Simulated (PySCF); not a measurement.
PySCF input (HF/def2-TZVPD):

```python
from pyscf import gto, scf, dft

mol = gto.M(
    atom='''
    C    -0.01391223    1.10555582    0.01242075
    S     0.00131840   -0.69162862   -0.00793970
    H     1.03361851    1.42417014    0.04011488
    H    -0.50619286    1.49393861    0.90330915
    H    -0.46504668    1.51461421   -0.89091335
    ''',
    basis='def2-tzvpd',
    charge=0,
    spin=1,
    verbose=4,
)

mf = scf.UHF(mol).density_fit(auxbasis='def2-universal-jkfit')
mf.conv_tol = 1e-9
mf.max_cycle = 100
mf.max_memory = 1500
mf.kernel()
if not mf.converged:
    mf = mf.newton()
    mf.kernel(mf.make_rdm1())
for _ in range(2):
    mo, _, stable, _ = mf.stability(return_status=True)
    if stable:
        break
    mf.kernel(mf.make_rdm1(mo, mf.mo_occ))
mf.analyze()
```

End of the output:

```
Extra cycle  E= -437.146828235269  delta_E= -5e-12  |g|= 1.13e-06  |ddm|= 3.17e-06
converged SCF energy = -437.146828235269  <S^2> = 0.76506887  2S+1 = 2.0150125
uhf_internal: lowest eigs of H = [0.00336597 0.28453306 0.32876864]
<class 'pyscf.df.df_jk.DFUHF'> wavefunction is stable in the internal stability analysis
**** SCF Summaries ****
Total Energy =                        -437.146828235268515
Nuclear Repulsion Energy =              48.474027394105157
One-electron Energy =                 -698.737161435944245
Two-electron Energy =                  213.116305806570551
Two-electron Coulomb Energy =          244.409271781150892
DFT Exchange-Correlation Energy =      -31.292965974580341
HOMO-LUMO gap [eV] =                    10.060200956715844
**** MO energy ****
                             alpha | beta                alpha | beta
MO #1   energy= -91.9687431974191  | -91.9587053565707  occ= 1 | 1
MO #2   energy= -11.2613849746939  | -11.2624129606656  occ= 1 | 1
MO #3   energy= -8.9719857224062   | -8.96210422871956  occ= 1 | 1
MO #4   energy= -6.66818004634247  | -6.64433961651139  occ= 1 | 1
MO #5   energy= -6.64969971481499  | -6.64280960595446  occ= 1 | 1
MO #6   energy= -6.64839306503977  | -6.62640984110593  occ= 1 | 1
MO #7   energy= -1.05000678219764  | -1.01664096522435  occ= 1 | 1
MO #8   energy= -0.859781483609606 | -0.794194183142064 occ= 1 | 1
MO #9   energy= -0.605976815796011 | -0.597541426976682 occ= 1 | 1
MO #10  energy= -0.599852047054093 | -0.58074765110208  occ= 1 | 1
MO #11  energy= -0.499930089268481 | -0.485180660653018 occ= 1 | 1
MO #12  energy= -0.430339508318262 | -0.349872272961626 occ= 1 | 1
MO #13  energy= -0.369320814268619 | 0.0198332962189269 occ= 1 | 0
MO #14  energy= 0.0665788338686332 | 0.0679142184442332 occ= 0 | 0
MO #15  energy= 0.0760762946844188 | 0.0772843852096343 occ= 0 | 0
MO #16  energy= 0.0790056701908153 | 0.0845748591455421 occ= 0 | 0
MO #17  energy= 0.0841241218738764 | 0.0938642040740661 occ= 0 | 0
MO #18  energy= 0.135956702486023  | 0.139034551861933  occ= 0 | 0
MO #19  energy= 0.168240232027031  | 0.173201778655375  occ= 0 | 0
MO #20  energy= 0.171564704902504  | 0.175209293402814  occ= 0 | 0
MO #21  energy= 0.195685171223065  | 0.19949505575227   occ= 0 | 0
MO #22  energy= 0.196953171193257  | 0.201189668767149  occ= 0 | 0
MO #23  energy= 0.207615947720385  | 0.219913152768453  occ= 0 | 0
MO #24  energy= 0.251508259355782  | 0.253147060358478  occ= 0 | 0
MO #25  energy= 0.252549888684386  | 0.259082214156371  occ= 0 | 0
MO #26  energy= 0.258128188548435  | 0.263897330592414  occ= 0 | 0
MO #27  energy= 0.284495473946733  | 0.297071252794035  occ= 0 | 0
MO #28  energy= 0.28707167984155   | 0.297597130954446  occ= 0 | 0
MO #29  energy= 0.321255609975635  | 0.323303306613532  occ= 0 | 0
MO #30  energy= 0.338907431539113  | 0.34761081907898   occ= 0 | 0
MO #31  energy= 0.346295281142454  | 0.350328133713428  occ= 0 | 0
MO #32  energy= 0.349450286511579  | 0.354374323324631  occ= 0 | 0
MO #33  energy= 0.369510548256404  | 0.369878049904244  occ= 0 | 0
MO #34  energy= 0.382297804108966  | 0.389654494583512  occ= 0 | 0
MO #35  energy= 0.395555088764298  | 0.405743704731673  occ= 0 | 0
MO #36  energy= 0.405469106398124  | 0.406812025054619  occ= 0 | 0
MO #37  energy= 0.41819704867668   | 0.418837283867764  occ= 0 | 0
MO #38  energy= 0.447106124501535  | 0.451099586184317  occ= 0 | 0
MO #39  energy= 0.450857139827541  | 0.451732120685689  occ= 0 | 0
MO #40  energy= 0.468940741041227  | 0.477932340073536  occ= 0 | 0
MO #41  energy= 0.473205669398105  | 0.489895055152553  occ= 0 | 0
MO #42  energy= 0.514178372970715  | 0.519962039015176  occ= 0 | 0
MO #43  energy= 0.586843366119403  | 0.598146257355209  occ= 0 | 0
MO #44  energy= 0.596677293801127  | 0.602684250414091  occ= 0 | 0
MO #45  energy= 0.597230938290722  | 0.632443841895494  occ= 0 | 0
MO #46  energy= 0.626481137714642  | 0.643219975830346  occ= 0 | 0
MO #47  energy= 0.663164092165285  | 0.673551699376432  occ= 0 | 0
MO #48  energy= 0.682676503629433  | 0.736920994043991  occ= 0 | 0
MO #49  energy= 0.683855285107899  | 0.740087474322403  occ= 0 | 0
MO #50  energy= 0.748825150995003  | 0.754891143799999  occ= 0 | 0
MO #51  energy= 0.827353359838775  | 0.840614183667808  occ= 0 | 0
MO #52  energy= 0.844573416031951  | 0.845063569832095  occ= 0 | 0
MO #53  energy= 0.85853402387792   | 0.860877570121173  occ= 0 | 0
MO #54  energy= 0.880004993784229  | 0.900649796572914  occ= 0 | 0
MO #55  energy= 0.897961606935735  | 0.902829889553398  occ= 0 | 0
MO #56  energy= 0.918064799884892  | 0.933788333219912  occ= 0 | 0
MO #57  energy= 1.10271950824928   | 1.10380779659417   occ= 0 | 0
MO #58  energy= 1.10286510769766   | 1.11605200144104   occ= 0 | 0
MO #59  energy= 1.24760043759557   | 1.2574202297531    occ= 0 | 0
MO #60  energy= 1.25344768627319   | 1.25764487806529   occ= 0 | 0
MO #61  energy= 1.25513630488908   | 1.26735650768746   occ= 0 | 0
MO #62  energy= 1.35913456333223   | 1.3636555454864    occ= 0 | 0
MO #63  energy= 1.84675413614331   | 1.86103294239762   occ= 0 | 0
MO #64  energy= 1.85792730383913   | 1.8681799796961    occ= 0 | 0
MO #65  energy= 1.86611775924204   | 1.87604376189973   occ= 0 | 0
MO #66  energy= 1.86668400749146   | 1.88352346323186   occ= 0 | 0
MO #67  energy= 1.9091410497177    | 1.93677937538649   occ= 0 | 0
MO #68  energy= 1.91235245717627   | 1.93685455261634   occ= 0 | 0
MO #69  energy= 1.91608354285529   | 1.94672098455642   occ= 0 | 0
MO #70  energy= 1.92409117750136   | 1.95362251801226   occ= 0 | 0
MO #71  energy= 1.94429395894777   | 1.95872541730687   occ= 0 | 0
MO #72  energy= 1.94762475249891   | 1.97032461561711   occ= 0 | 0
MO #73  energy= 1.99977652501425   | 2.01349948749516   occ= 0 | 0
MO #74  energy= 2.05545149385932   | 2.06186740732716   occ= 0 | 0
MO #75  energy= 2.05967158574867   | 2.08083208859658   occ= 0 | 0
MO #76  energy= 2.0943147295493    | 2.10392515560184   occ= 0 | 0
MO #77  energy= 2.1091628496339    | 2.11782360475352   occ= 0 | 0
MO #78  energy= 2.1116631058608    | 2.123360624533     occ= 0 | 0
MO #79  energy= 2.21036580189854   | 2.26384980098433   occ= 0 | 0
MO #80  energy= 2.26045227980025   | 2.26720803955915   occ= 0 | 0
MO #81  energy= 2.26979128175965   | 2.27874300504226   occ= 0 | 0
MO #82  energy= 2.36722671057787   | 2.37151770810224   occ= 0 | 0
MO #83  energy= 2.44132871344337   | 2.44887682486307   occ= 0 | 0
MO #84  energy= 2.49635642093583   | 2.50024968132099   occ= 0 | 0
MO #85  energy= 2.60518867098336   | 2.60997013789558   occ= 0 | 0
MO #86  energy= 2.73650521366679   | 2.7395714275725    occ= 0 | 0
MO #87  energy= 2.77079752524533   | 2.77239476165611   occ= 0 | 0
MO #88  energy= 2.88063886800246   | 2.88299387598591   occ= 0 | 0
MO #89  energy= 2.92006593028466   | 2.9250980999966    occ= 0 | 0
MO #90  energy= 2.97581151955391   | 2.97894243285377   occ= 0 | 0
MO #91  energy= 2.97818147279556   | 2.98487281119038   occ= 0 | 0
MO #92  energy= 3.12720825813409   | 3.12900498137781   occ= 0 | 0
MO #93  energy= 3.3460934844217    | 3.34909574446796   occ= 0 | 0
MO #94  energy= 3.48737412109647   | 3.48606618074784   occ= 0 | 0
MO #95  energy= 3.48767214738667   | 3.48722306649789   occ= 0 | 0
MO #96  energy= 3.66002232268528   | 3.65995091330254   occ= 0 | 0
MO #97  energy= 3.69849915267089   | 3.70095294156047   occ= 0 | 0
MO #98  energy= 3.74837069376388   | 3.74780794067555   occ= 0 | 0
MO #99  energy= 3.92795265850897   | 3.92838798857697   occ= 0 | 0
MO #100 energy= 3.96508954410556   | 3.96463357888344   occ= 0 | 0
MO #101 energy= 3.98722537114121   | 3.98857922284838   occ= 0 | 0
MO #102 energy= 4.00826329130843   | 4.00830173193702   occ= 0 | 0
MO #103 energy= 4.6595952594281    | 4.65994396934643   occ= 0 | 0
MO #104 energy= 4.683830848976     | 4.68551130701385   occ= 0 | 0
[...]
```

It need not be the lowest isomer of its formula.
